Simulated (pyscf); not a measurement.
**Multi-bond step: `[PH2][InH2]` + `[SiH4]` -> `[PH2][In]` [singlet] + `[H][H]` + `[SiH4]`**

Gas phase, singlet surface, charge 0. Bonds broken: In2–H5, In2–H6, Si7–H8. Bonds formed: H5–H8, H6–Si7. Single points on ωB97X-D3(BJ)/def2-SVP structures (PySCF, gas phase).

Transition state (Å):

```xyz
11

P     -3.1155    -1.8968     1.0331
In    -2.3436     0.2588    -0.0317
H     -1.7927    -2.1543     1.5048
H     -2.9204    -2.6053    -0.1908
H     -1.6987     1.5064    -1.3604
H     -1.0646     1.5500     0.7318
Si     0.4411     1.6747    -0.1236
H     -0.8364     2.0922    -1.1857
H      1.4431     2.4024    -0.9888
H      0.3884     0.2216    -0.5451
H      1.1283     1.7423     1.2125
```

One imaginary mode, 1328i cm⁻¹; descent along it reached the two sides named, in the forms told below.

| bond | change | reactant side (Å) | saddle | product side |
|---|---|---|---|---|
| In2–H5 | breaks | 1.726 | 1.933 | 3.5 |
| In2–H6 | breaks | 1.731 | 1.971 | 2.9 |
| Si7–H8 | breaks | 1.485 | 1.713 | 3.3 |
| H5–H8 | forms | 3.6 | 1.057 | 0.761 |
| H6–Si7 | forms | 3.2 | 1.736 | 1.494 |

Electronic energies relative to the separated reactants (kJ/mol):

| level | barrier | reaction energy | reverse barrier |
|---|---|---|---|
| ωB97X-D3(BJ)/def2-TZVP | 196.9 | +5.4 | 191.5 |
| PBE/def2-TZVP | 131.7 | -16.5 | 148.2 |
| r²SCAN/def2-TZVP | 152.2 | -0.8 | 153.0 |
| B3LYP-D3(BJ)/def2-TZVP | 167.6 | -24.7 | 192.3 |
| PBE0-D3(BJ)/def2-TZVP | 157.4 | -1.5 | 158.9 |
| M06-2X/def2-TZVP | 182.8 | -15.4 | 198.2 |
| ωB97M-D3(BJ)/def2-TZVP | 201.9 | -0.5 | 202.5 |
| HF/def2-TZVP | 313.4 | +0.5 | 312.9 |

With ωB97M-D3(BJ)/def2-TZVP energies and thermal terms (ideal gas, 1 atm, RRHO with modes under 100 cm⁻¹ raised to 100, one conformer, R ln 2 for chiral ones without a mode under 150 cm⁻¹), in kJ/mol:

| T (K) | ΔH‡ | ΔG‡ | ΔH | ΔG |
|---|---|---|---|---|
| 298 | 199.9 | 240.5 | -3.1 | -36.7 |
| 600 | 200.6 | 281.6 | -2.6 | -71.3 |
| 900 | 203.5 | 321.5 | -4.7 | -105.2 |
| 1200 | 206.8 | 360.3 | -8.2 | -138.2 |

On the reactant side the descent ends in a complex (not fully relaxed), 22.2 kJ/mol under the separated species and 219.1 kJ/mol under the saddle at ωB97X-D3(BJ)/def2-TZVP. On the product side the descent ends in a complex (not fully relaxed), 30.0 kJ/mol under the separated species and 221.5 kJ/mol under the saddle at ωB97X-D3(BJ)/def2-TZVP. This is the saddle that the search found; another between the same sides may lie lower. Elements past Kr carry the def2 core potentials, without spin-orbit coupling.
